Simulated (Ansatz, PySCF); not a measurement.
**Band gap of some tetrahedrally bonded semiconductors and semimetals**

Method: Hartree–Fock (Ansatz, a program for electronic structure, PySCF; the runs differ in potentials, basis or settings). References are measured gaps from which a computed or estimated zero-point shift was taken out, by their sources or here, so that they lie as a rule above the printed measurements.

Values in eV.

```
solid                       reference  Hartree–Fock  error (eV)
--------------------  ---------------  ------------  ----------
zinc-blende GaP                  2.43          7.58       +5.15
zinc-blende AlP                  2.54          8.06       +5.52
zinc-blende ZnS                  3.94         10.20       +6.26
diamond-structure Si             1.23          6.34       +5.11
zinc-blende InP                  1.47          7.12       +5.65
3C-SiC                           2.53          8.66       +6.13
zinc-blende BP        2.2 (2.20–2.50)          7.83       +5.63
```

Over these 7 solids the mean error is +5.64 eV, the mean absolute error 5.64 eV (median 5.63 eV), and the worst case zinc-blende ZnS at +6.26 eV; the value is too high in 7 of 7 cases.

Brackets give the range of our sources, which can hold other temperatures.

Differences are worked out from the printed values.

Computed values are for a static lattice; measured ones hold zero-point and thermal shifts unless a correction is named.

Levels without +SOC have no spin–orbit coupling; where heavier elements are present it shifts gaps, mostly down, and can invert bands. Cells: Hartree–Fock at the measured cell. Ansatz's density-functional and Hartree–Fock values are scalar-relativistic unless marked +SOC, with PAW data made under PBE.

Ansatz's runs of these crystals have no spin polarisation.

Not in this set, of the tetrahedrally bonded semiconductors and semimetals with a reference value in our tables and a result at some level: 15 for a reference of another kind, counted apart (wurtzite AgI, zinc-blende AgI, zinc-blende AlN, cubic BN, zinc-blende BeSe and 10 more); 8 for spin–orbit coupling left out (zinc-blende AlAs, zinc-blende CdTe, zinc-blende GaAs, zinc-blende GaSb, diamond-structure Ge and 3 more); 4 for a doubt noted on the run at Hartree–Fock (wurtzite AlN, wurtzite CdS, wurtzite GaN, wurtzite ZnO); 1 for sources at odds (zinc-blende BAs); 1 for another kind of cell (zinc-blende GaN); 1 for a measured value of zero (grey tin (α-Sn)); 1 for a high-temperature or high-pressure phase (wurtzite ZnS). These can be a level's worst cases. At least 6 more with a reference value are held back for tests. Without +SOC, gaps count where the solid holds none of Ge, As, Se, Br, Sn, Sb, Te, I or the elements past barium, or holds Ge, As, Se or Br with a gap over 4 eV. Layered and molecular crystals are counted apart. The metals Ce to Yb are counted apart.

References as tabulated in, or derived from, Chen et al. (2018), doi:10.1103/physrevmaterials.2.073803; X. Ren, F. Merz, H. Jiang et al., All-electron periodic G0W0 implementation ….
